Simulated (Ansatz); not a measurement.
**C₂H− (SMILES [C-]#C): one structure at several levels**

The task here is to estimate one member of a computed series from the others.

Program: Ansatz 0.2.0, Gaussian basis. Level of theory: single points in def2-TZVPPD. These are calculated values, not measurements.

Correlated methods freeze the cores. B3LYP uses VWN-RPA correlation.

## Where the work starts

SMILES `[C-]#C`, 3 atoms, charge -1, spin multiplicity 1.

Atoms are counted from 1 here; the program's logs count them from 0.

Bond lengths: C1–C2 1.176 Å, C2–H3 1.157 Å. Angles: C1–C2–H3 177.4°.

Geometry (Å):

```xyz
3

C     0.5968    0.9018    0.4303
C     0.0029   -0.0142   -0.0068
H    -0.6257   -0.8856   -0.4359
```

Set-up of the first run:

Contents of run/in.yaml:

```yaml
crystal:
  periodic: [false, false, false]
  atoms:
    - {symbol: C, position_ang: [0.596800, 0.901800, 0.430300]}
    - {symbol: C, position_ang: [0.002900, -0.014200, -0.006800]}
    - {symbol: H, position_ang: [-0.625700, -0.885600, -0.435900]}
basis:
  gaussian: {orbitals: "def2-TZVPPD.json"}
total_charge: -1
correlation: {method: ccsd_t}
output: {forces: true}
```

The basis file named in the input lies beside it (Basis Set Exchange, JSON).

No record of the launch command was kept for these runs.

Steps of the session up to this table: CCSD(T)/def2-TZVPPD; PBE0-D4/def2-TZVPPD; wB97M-V/def2-TZVPPD; r2SCAN-D4/def2-TZVPPD; PBE-D4/def2-TZVPPD; B97M-V/def2-TZVPPD; B3LYP-D4/def2-TZVPPD.

One table of the session follows, with a row left open; its other results are not shown here.

| method | RMS force component (eV/Å) | angle to CCSD(T) forces (°) |
| --- | --- | --- |
| CCSD(T) | 4.377 | reference |
| PBE0-D4 | 3.877 | 2.3 |
| wB97M-V | 3.754 | 3.3 |
| r2SCAN-D4 | 3.962 | 1.6 |
| PBE-D4 | 4.159 | 0.7 |
| B97M-V | 3.887 | 2.9 |
| B3LYP-D4 | ? | ? |

**Question.** Estimate the row for B3LYP-D4.

The run gave: RMS force component (eV/Å): 3.808; angle to CCSD(T) forces (°): 2.8. In the column «RMS force component (eV/Å)» it lies between wB97M-V (3.754) and PBE0-D4 (3.877).
